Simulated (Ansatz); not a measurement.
# SH, quartet: the ladder up to UCCSDT(Q)

Geometry: that of the SH⁻, triplet, kept fixed. The doublet lies 2.0 eV lower here.

```xyz
2

S     0.0000    0.0000    0.0000
H     0.0000    0.0000    1.9484
```

Basis aug-cc-pVDZ; Ansatz 0.2.0. Only valence electrons are correlated (noble-gas cores frozen), which leaves 7 electrons in 31 orbitals. Prefix R: restricted or restricted open-shell reference; prefix U: unrestricted. Active spaces: valence = (7e, 5o) chosen from the atoms' valence shells.

Full CI isn't at hand for all of this; UCCSDT(Q) serves as the reference, and is uncertain by about the last step of the cluster series. The frozen core follows each run's orbitals, which can shift R against U totals by a few meV.

For open shells CISD is restricted-active-space CI with the open shells as a complete middle space.

- UHF ⟨S²⟩: 3.763
- T1 diagnostic (RCCSD): 0.0250
- largest doubles amplitude (RCCSD): 0.040
- T1 diagnostic (UCCSD): 0.0181

| level | E − E(UCCSDT(Q)) (kcal/mol) | share of correlation (%) | wall time |
| --- | --- | --- | --- |
| RHF | 81.64 | 0.00 | – |
| UHF | 77.87 | 4.62 | – |
| RMP2 | 15.96 | 80.45 | – |
| UMP2 | 16.57 | 79.71 | – |
| CISD | 4.20 | 94.85 | 7.5 s |
| RCCSD | 2.18 | 97.33 | – |
| UCCSD | 2.10 | 97.43 | – |
| RCCSD(T) | 0.49 | 99.40 | 12 s |
| UCCSD(T) | 0.47 | 99.42 | 8.6 s |
| BCCD(T) | 0.48 | 99.41 | 8 s |
| RCCSDT | 0.11 | 99.86 | – |
| UCCSDT | 0.10 | 99.87 | – |
| RCCSDT(Q) | 0.01 | 99.99 | 17 s |
| CASSCF (valence space) | 81.64 | 0.00 | – |
| NEVPT2 (valence space) | 19.95 | 75.57 | 3.8 s |
| MRCISD (valence space) | 5.60 | 93.14 | – |
| MRCISD+Q (valence space) | 0.36 | 99.56 | 5 s |
| MRCISD+Q(relaxed) (valence space) | -0.17 | 100.21 | 4.4 s |

The correlation energy at UCCSDT(Q), counted from RHF, is -3.540 eV. That run took 14 s on 1 thread of Intel Xeon, shared host.

Times hold each run's SCF and search for its determinant on a shared host, so for small cases they say little of a method's own cost; they ran on 1 thread of Intel Xeon.

Natural occupations of CASSCF (valence space) about the gap: 2.000 2.000 1.000 1.000 1.000; effectively unpaired electrons, Σ n²(2−n)², 3.00.
